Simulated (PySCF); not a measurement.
Molecule: `C[PH](C)=O`, C₂H₇OP.

Cartesian coordinates in Å; atom numbers follow the order of the lines, from 1:
```xyz
11

C    -1.3996    0.3260    0.2732
P     0.3449    0.7003   -0.0601
C     1.1613   -0.9147   -0.2021
O     0.9807    1.6501    0.9022
H    -1.8275   -0.3420   -0.4891
H    -1.9620    1.2704    0.2938
H    -1.4774   -0.1450    1.2644
H     0.3034    1.1346   -1.4233
H     2.2121   -0.7555   -0.4829
H     1.1363   -1.4119    0.7791
H     0.6728   -1.5540   -0.9527
```

Geometry PBE0-D3(BJ)/def2-SVP throughout; GIAO in PySCF 2.14.0 with density-fitted response routines, gas phase, one conformer, non-relativistic; equivalent atoms averaged; functional PBE0.

For orientation, cc-pVTZ gives these shifts δ (against TMS, H3PO4, H2O at the same level): C1/C3 18.2, P2 -20.6, O4 97.1, H8 7.39, H5/H6/H7/H9/H10/H11 1.24 ppm.

A run gave: C1/C3 18.0, P2 -14.5, O4 100.5, H8 7.16, H5/H6/H7/H9/H10/H11 1.08 ppm (shifts δ (against TMS, H3PO4, H2O at the same level)).

Question: Which basis set was used in that run?
A. aug-cc-pVDZ
B. IGLO-III
C. pcSseg-0
D. cc-pVDZ

Answer: D. H8 tells them apart best: cc-pVDZ gives 7.16, IGLO-III gives 7.53, pcSseg-0 gives 7.78, aug-cc-pVDZ gives 7.42 ppm.
